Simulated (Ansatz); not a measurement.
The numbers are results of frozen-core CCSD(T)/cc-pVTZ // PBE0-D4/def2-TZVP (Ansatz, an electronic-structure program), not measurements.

Ansatz 0.2 input:
```yaml
crystal:
  periodic: [false, false, false]
  atoms:
    - { symbol: O, position_ang: [0.486541, -0.000003, -0.000002] }
    - { symbol: H, position_ang: [-0.486541, 0.000003, 0.000002] }
basis:
  gaussian: { orbitals: cc-pVTZ }
correlation:
  method: ccsd_t
magnetization:
  spin_polarized: true
  initial_magnetization: 1
```

Output:

```
Functional definition: HF
261 factors; integrals over basis functions are off by at most 8.8e-4 eV
mean field evaluation 1: about -2051.7658 eV, gradient 1.2e1 eV
mean field evaluation 2: about -2051.7661 eV, gradient 1.2e1 eV
mean field evaluation 4: about -2052.2522 eV, gradient 1.3e0 eV
mean field evaluation 8: about -2052.2590 eV, gradient 5.9e-4 eV
mean field evaluation 16: about -2050.8056 eV, gradient 1.6e1 eV
mean field evaluation 32: about -2052.2590 eV, gradient 5.7e-2 eV
mean field -2052.25902130 eV, -75.4191279616 hartree, gradient 1.6e-6 eV, S^2 0.756093; 2 other end points of the search recorded, 0 dependent functions left out
1 core orbitals not correlated
reference -2052.25902130 eV, -75.4191279616 hartree; 4, 3 occupied and 39, 40 virtual orbitals, 261 factors
second order -5.43544745 eV of doubles, -0.00000000 eV of singles
cycle   1  -5.68388259 eV  change   -2.5e-1 eV  update   3.2e-2
cycle   2  -5.79589762 eV  change   -1.1e-1 eV  update   1.1e-2
cycle   3  -5.80905142 eV  change   -1.3e-2 eV  update   3.9e-3
cycle   4  -5.80854854 eV  change    5.0e-4 eV  update   1.5e-3
cycle   5  -5.80917126 eV  change   -6.2e-4 eV  update   6.3e-4
cycle   6  -5.80932246 eV  change   -1.5e-4 eV  update   2.2e-4
cycle   7  -5.80934249 eV  change   -2.0e-5 eV  update   7.1e-5
cycle   8  -5.80932583 eV  change    1.7e-5 eV  update   2.3e-5
cycle   9  -5.80932671 eV  change   -8.9e-7 eV  update   6.3e-6
perturbative correction -0.13885493 eV, -0.0051028244 hartree
Total energy: -2058.20720294 eV, -75.6377196051 hartree
```

Cost: about 1.1 core-seconds (a rough figure).
